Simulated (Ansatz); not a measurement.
**SiBNH4: ionisation energy by level of theory**

How much energy removes an electron from SiBNH4 at fixed geometry? The cation is run at each level and the neutral's energy taken from earlier runs.

Method: unrestricted cation, the program's frozen cores in correlated methods; program: Ansatz 0.2.0, Gaussian basis.

Levels to be run: UKS PBE-D4/def2-TZVPP; UKS r2SCAN-D4/def2-TZVPP; UKS PBE0-D4/def2-TZVPP; UKS B3LYP-D4/def2-TZVPP; UKS wB97X-V/def2-TZVPP; UKS wB97M-V/def2-TZVPP; UKS B2PLYP/def2-TZVPP; UHF-CCSD(T)/def2-TZVPP; UHF-MP2/def2-QZVPP; extrapolation to the limit; then −ε(HOMO) from the neutral's earlier runs with LDA (SPW92), PBE-D4, revPBE-D4, BLYP-D4, r2SCAN-D4, B97M-V, PBE0-D4, B3LYP-D4, r2SCANh-D4, r2SCAN0-D4, HSE06-D4, BHLYP-D4, CAM-B3LYP-D4, LC-ωPBE, ωB97X-V, ωB97M-V.

## (1) The geometry

An earlier PBE0-D4 in a triple-zeta def2 set relaxation fixed the geometry.

SMILES `B1N[SiH2]1`, 7 atoms, charge 0, spin multiplicity 1.

Atoms are counted from 1 here; the program's logs count them from 0.

Bond lengths: B1–N2 1.377 Å, B1–Si3 1.929 Å, B1–H4 1.188 Å, N2–Si3 1.756 Å, N2–H5 1.009 Å, Si3–H6 1.485 Å, Si3–H7 1.485 Å. Angles: N2–B1–Si3 61.5°, N2–B1–H4 136.4°, Si3–B1–H4 162.0°, B1–N2–Si3 74.9°, B1–N2–H5 137.5°, Si3–N2–H5 147.6°, B1–Si3–N2 43.6°, B1–Si3–H6 125.2°, B1–Si3–H7 125.2°, N2–Si3–H6 115.1°, N2–Si3–H7 115.1°, H6–Si3–H7 109.6°.

## (2) Cation, UKS PBE-D4/def2-TZVPP

The input, in.yaml:

```yaml
crystal:
  periodic: [false, false, false]
  atoms:
    - {symbol: B, position_ang: [-0.969556, -0.542007, -0.276497]}
    - {symbol: N, position_ang: [0.011943, 0.233586, -0.852387]}
    - {symbol: Si, position_ang: [0.495361, 0.055668, 0.826435]}
    - {symbol: H, position_ang: [-1.973670, -1.065227, -0.634500]}
    - {symbol: H, position_ang: [0.216656, 0.620375, -1.761158]}
    - {symbol: H, position_ang: [0.516608, 1.316260, 1.611976]}
    - {symbol: H, position_ang: [1.764057, -0.686756, 1.040530]}
basis:
  gaussian: {orbitals: def2-TZVPP}
total_charge: 1
magnetization: {spin_polarized: true, initial_magnetization: 1}
hamiltonian: {xc: pbe, dispersion: d4}
```

Command:

```sh
$ ansatz run in.yaml --threads 2 --pin off --events-out ev --progress --plain --max-ram 4352MiB
```

The runs that follow: Cation, UKS r2SCAN-D4/def2-TZVPP; Cation, UKS PBE0-D4/def2-TZVPP; Cation, UKS B3LYP-D4/def2-TZVPP; Cation, UKS wB97X-V/def2-TZVPP; Cation, UKS wB97M-V/def2-TZVPP; Cation, UKS B2PLYP (frozen core)/def2-TZVPP; Cation, UHF-CCSD(T)/def2-TZVPP; Cation, UHF-MP2/def2-QZVPP.

**Question.** What will the summary of the whole plan be? Wanted: ionisation energy, CCSD(T)/CBS; nearest functional by difference; nearest −ε(HOMO); −ε(HOMO) of PBE; T1 of the cation.

As calculated:

```
                        quantity               value
  ionisation energy, CCSD(T)/CBS             9.49 eV
nearest functional by difference  ωB97M-V (-0.06 eV)
                nearest −ε(HOMO)  ωB97X-V (-0.15 eV)
                 −ε(HOMO) of PBE             5.98 eV
                T1 of the cation               0.018
```

What this shows: By cation minus neutral, the functionals miss by 0.25 eV at most. The PBE orbital energy is 3.5 eV too small: a semilocal HOMO is no ionisation energy. Among orbital estimates ωB97X-V comes nearest. Hartree-Fock falls 1.16 eV short, as the neutral has more correlation energy than the cation.
